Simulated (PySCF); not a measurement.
# One molecule, many functionals

Compound: hydrogen boron sulfide, BHS.
SMILES with atom numbers: `[BH:1]=[S:2]` (hydrogens: H3 on B1)

Linear-response calculations in the def2-SVPD basis (PySCF; singlets by full response, triplets Tamm–Dancoff, core orbitals frozen in the response; HF means time-dependent Hartree–Fock). 'Strongest' is the level of largest summed f among the singlets computed (10 roots, of which the last may lack a degenerate partner); it can jump between rows when another state enters that window. S1 is the lowest singlet of each run and needn't be the same state throughout; f(S1) is that of one state. Isolated species at its PBE0-D3(BJ)/def2-SVP geometry, gas phase.

```
run  S1 (eV)  f(S1)  strongest (eV)  T1 (eV)  HOMO (eV)  gap (eV)  ionisation energy, ΔSCF (eV)
  1     5.23  0.000            7.88     4.32      -8.32      6.84                         11.23
  2     5.27  0.000            8.02     4.41     -10.42     10.97                         11.21
  3     5.25  0.000            8.29     4.10     -11.00     12.86                   not settled
  4     5.16  0.000            7.98     4.31      -9.85      9.70                         11.18
  5     5.22  0.000            8.06     4.34      -9.50      9.23                         10.96
  6     5.19  0.000            8.14     4.22     -11.28     12.24                         11.18
  7     5.28  0.000            7.81     4.24      -7.48      5.28                         11.29
  8     5.29  0.000            7.99     4.25      -8.59      7.32                         11.21
```

Task: The runs used B3LYP, BHandHLYP, CAM-B3LYP, HF, LC-wPBE, PBE, PBE0 and wB97X-D. Which is which?

Result: 1 = B3LYP, 2 = wB97X-D, 3 = HF, 4 = CAM-B3LYP, 5 = BHandHLYP, 6 = LC-wPBE, 7 = PBE, 8 = PBE0. Among the levels with a fixed share of exact exchange, the HOMO sinks and the orbital gap widens as that share grows. S1 runs from 5.16 eV (CAM-B3LYP) to 5.29 eV (PBE0), a spread of 0.13 eV, while the orbital gap spreads over 7.6 eV. −ε(HOMO) comes closest to its own ΔSCF ionisation energy with LC-wPBE (+0.10 eV) and misses most with LDA (-3.95 eV). 'Not settled' means that the ion's SCF failed to converge or may have ended in another state than the lowest.
